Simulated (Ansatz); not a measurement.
# BSiH₃ (triplet): the correlation ladder at distance B1–H4 along a hydrogen transfer = 1.478 Å, cc-pVDZ

How much of the correlation energy of BSiH₃ (triplet) does each wave-function method recover here?

Method: cc-pVDZ, core rule «outside noble gas», up to 6 orbitals frozen; program: Ansatz 0.2.0, Gaussian basis.

Plan: UHF; CCSD(T) on ROHF; CCSD(T) on UHF; BCCD(T) on ROHF; CISD; CCSDT(Q) on ROHF; CCSDT(Q) on UHF; CASSCF and MRCISD+Q, 4 electrons in 4 orbitals; CASSCF and NEVPT2, 4 electrons in 4 orbitals; CASSCF and NEVPT2, 10 electrons in 11 orbitals.

12 further runs of the same task are left out: 4 for a known fault of the program, 6 that didn't finish, 2 set aside as unsound or not needed.

### Step 1. The system

The geometry derives from fragments relaxed apart (PBE0/def2-TZVP) and kept rigid, so it is no stationary point. A hydrogen atom is moved between rigid fragments.

5 atoms, charge 0, spin multiplicity 3.

Atoms are counted from 1 here; the program's logs count them from 0.

Bond lengths: B1–H2 1.193 Å, B1–H3 1.193 Å, H4–Si5 1.487 Å. Angles: H2–B1–H3 120.0°.

### Step 2. UHF

File in.yaml:

```yaml
crystal:
  periodic: [false, false, false]
  atoms:
    - {symbol: B, position_ang: [-1.993313, 0.000000, 0.000000]}
    - {symbol: H, position_ang: [-2.590046, 1.033571, 0.000000]}
    - {symbol: H, position_ang: [-2.590046, -1.033571, 0.000000]}
    - {symbol: H, position_ang: [-0.515313, 0.000000, 0.000000]}
    - {symbol: Si, position_ang: [0.971687, 0.000000, 0.000000]}
basis:
  gaussian: {orbitals: cc-pVDZ}
magnetization: {spin_polarized: true, initial_magnetization: 2}
hamiltonian: {xc: hf}
output: {orbitals: {seedname: orbitals}}
```

Launch:

```console
ansatz run in.yaml --threads 1 --pin off --events-out ev --progress --plain --max-ram 2393MiB
```

After this run come: CCSD(T) on ROHF; CCSD(T) on UHF; BCCD(T) on ROHF; CISD; CCSDT(Q) on ROHF; CCSDT(Q) on UHF; CASSCF and MRCISD+Q, 4 electrons in 4 orbitals; CASSCF and NEVPT2, 4 electrons in 4 orbitals; CASSCF and NEVPT2, 10 electrons in 11 orbitals.

**Question.** What will the summary of the whole plan be? Wanted: UCCSDT(Q) below the RHF energy; RMP2 from UCCSDT(Q); UMP2 from UCCSDT(Q); RCCSD from UCCSDT(Q); RCCSD(T) from UCCSDT(Q); UCCSD(T) from UCCSDT(Q); RCCSDT(Q) from UCCSDT(Q); NEVPT2 pair from UCCSDT(Q); MRCISD+Q pair from UCCSDT(Q).

As calculated:

| quantity | value |
| --- | --- |
| UCCSDT(Q) below the RHF energy | -5.6741 eV |
| RMP2 from UCCSDT(Q) | +1372.3 meV |
| UMP2 from UCCSDT(Q) | +1401.6 meV |
| RCCSD from UCCSDT(Q) | +227.0 meV |
| RCCSD(T) from UCCSDT(Q) | +60.8 meV |
| UCCSD(T) from UCCSDT(Q) | +61.4 meV |
| RCCSDT(Q) from UCCSDT(Q) | +3.4 meV |
| NEVPT2 pair from UCCSDT(Q) | +1396.3 meV |
| MRCISD+Q pair from UCCSDT(Q) | +53.4 meV |
| NEVPT2 valence from UCCSDT(Q) | +996.4 meV |
| levels within 1 kcal/mol (43 meV) | RCCSDT, UCCSDT, RCCSDT(Q) |
| T1 diagnostic | 0.044 |
| effectively unpaired electrons | 2.05 |

RCCSD(T) misses by +60.8 meV, 1.1 % of the correlation energy. The occupations are near whole numbers, but T1 = 0.044 shows that the orbitals relax strongly. Of the multireference levels listed MRCISD+Q pair comes nearest in total energy (+53.4 meV), which doesn't show that its space is the better one. These misses are within one basis, not against nature; the frozen cores of restricted and unrestricted runs differ, which can shift their rows.
